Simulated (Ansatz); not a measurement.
Osmium, hcp: convergence with the k-point mesh

Computed with Ansatz, LDA, scalar-relativistic PAW, on the relaxed cell (a = 2.718 Å, c = 4.284 Å (c/a = 1.577); spin not included). Errors count from a run at 420 eV on a Γ-centred 22×22×12 mesh with Fermi-Dirac smearing of 0.1 eV, extrapolated to zero width. Fixed here: cutoff 420 eV, Fermi-Dirac width 0.1 eV. The SCF starts from atomic densities corrected by a trained network.

| k-mesh | E(σ→0) error (meV/atom) | P (GPa) | SCF iterations |
| --- | --- | --- | --- |
| 2×2×1 | 503.7 | 9.06 | 6 |
| 3×3×2 | 518.1 | 10.86 | 6 |
| 5×5×3 | 65.2 | 1.26 | 6 |
| 6×6×4 | 43.0 | 1.03 | 6 |
| 8×8×5 | -30.9 | -0.49 | 6 |
| 11×11×6 | 8.9 | 0.24 | 6 |
| 14×14×8 | 3.0 | 0.15 | 6 |

Question: What does the run at 19×19×11 give (k-mesh)?

Answer: E(σ→0) error (meV/atom): -0.1; P (GPa): 0.07; SCF iterations: 6.

Within 5 meV/atom of the last row: from 14×14×8 on.
